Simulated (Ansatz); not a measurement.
**C₄H₉N: up Jacob's ladder to CCSD(T)**

Aim: compute C₄H₉N with functionals from several rungs and with coupled cluster, and see how far each lands from CCSD(T) at the basis-set limit for the atomisation energy.

Computed with Ansatz 0.2.0, Gaussian basis. Level: functionals in def2-TZVPP, the program's frozen cores in correlated methods.

Plan: PBE-D4, r2SCAN-D4, PBE0-D4, B3LYP-D4, ωB97X-V, ωB97M-V, B2PLYP; CCSD(T)/def2-TZVPP; MP2/def2-QZVPP; extrapolation to the limit.

## Step 1: The relaxed structure

An earlier PBE0-D4 in a triple-zeta def2 set relaxation fixed the geometry.

14 atoms, charge 0, spin multiplicity 1.

Atoms are counted from 1 here; the program's logs count them from 0.

Bond lengths: C1–C2 1.525 Å, C1–H6 1.093 Å, C1–H7 1.093 Å, C1–H8 1.094 Å, C2–C3 1.493 Å, C2–H9 1.095 Å, C2–H10 1.097 Å, C3–C4 1.332 Å, C3–H11 1.090 Å, C4–N5 1.388 Å, C4–H12 1.088 Å, N5–H13 1.009 Å, N5–H14 1.007 Å. Angles: C2–C1–H6 111.4°, C2–C1–H7 110.8°, C2–C1–H8 110.9°, H6–C1–H7 108.3°, H6–C1–H8 107.7°, H7–C1–H8 107.5°, C1–C2–C3 113.1°, C1–C2–H9 109.6°, C1–C2–H10 108.7°, C3–C2–H9 109.2°, C3–C2–H10 109.9°, H9–C2–H10 106.1°, C2–C3–C4 124.0°, C2–C3–H11 116.9°, C4–C3–H11 119.1°, C3–C4–N5 126.7°, C3–C4–H12 119.5°, N5–C4–H12 113.7° and more.

## Step 2: PBE-D4 (GGA)

The input, in.yaml:

```yaml
crystal:
  periodic: [false, false, false]
  atoms:
    - {symbol: C, position_ang: [-1.798043, -0.684187, -0.899026]}
    - {symbol: C, position_ang: [-0.521508, -1.061035, -0.154305]}
    - {symbol: C, position_ang: [0.120524, 0.098570, 0.532923]}
    - {symbol: C, position_ang: [1.322893, 0.577899, 0.217686]}
    - {symbol: N, position_ang: [1.923769, 1.717000, 0.735190]}
    - {symbol: H, position_ang: [-2.261862, -1.558237, -1.363960]}
    - {symbol: H, position_ang: [-1.588509, 0.049575, -1.680932]}
    - {symbol: H, position_ang: [-2.530770, -0.240563, -0.219235]}
    - {symbol: H, position_ang: [0.193934, -1.506362, -0.853880]}
    - {symbol: H, position_ang: [-0.759553, -1.843393, 0.577583]}
    - {symbol: H, position_ang: [-0.458118, 0.592315, 1.313601]}
    - {symbol: H, position_ang: [1.904093, 0.095050, -0.564820]}
    - {symbol: H, position_ang: [1.512109, 2.059917, 1.589665]}
    - {symbol: H, position_ang: [2.928040, 1.674353, 0.798307]}
basis:
  gaussian: {orbitals: def2-TZVPP}
hamiltonian: {xc: pbe, dispersion: d4}
output: {forces: true, orbitals: {seedname: orbitals}}
```

Launch:

```console
ansatz run in.yaml --threads 4 --pin off --events-out ev --progress --plain --max-ram 10444MiB
```

After this run come: r2SCAN-D4 (meta-GGA); PBE0-D4 (hybrid); B3LYP-D4 (hybrid); ωB97X-V (range-separated); ωB97M-V (range-separated); B2PLYP (double hybrid); CCSD(T) in def2-TZVPP; MP2 in def2-QZVPP.

Q: Predict the results of all the runs planned. Wanted: atomisation energy, CCSD(T)/CBS; farthest; mean size of error, hybrid; mean size of error, range-separated; gap, smallest and largest; T1 diagnostic; triples share of the correlation energy.

As calculated:

| quantity | value |
| --- | --- |
| atomisation energy, CCSD(T)/CBS | 1325.4 kcal/mol |
| functionals within 6.6 kcal/mol (0.5 %) | r2SCAN-D4, ωB97X-V, ωB97M-V |
| farthest | PBE-D4 (+34.3 kcal/mol) |
| mean size of error, hybrid | 9.6 kcal/mol |
| mean size of error, range-separated | 4.5 kcal/mol |
| gap, smallest and largest | 4.72 eV (PBE-D4), 11.13 eV (ωB97X-V) |
| T1 diagnostic | 0.0102 |
| triples share of the correlation energy | 4.0 % |

In words: PBE-D4 is off by +34.3 kcal/mol. Double hybrids carry the basis error of their MP2 part in triple zeta, and no dispersion term here, so their miss is partly the set-up's. The reference freezes the cores and leaves out relativity and excitations past (T), so misses under about 6.6 kcal/mol can't be ranked. Hartree-Fock recovers 73 % of the binding; the rest is correlation. The gap grows from 4.7 to 11.1 eV across the functionals, mostly with the share of exact exchange.
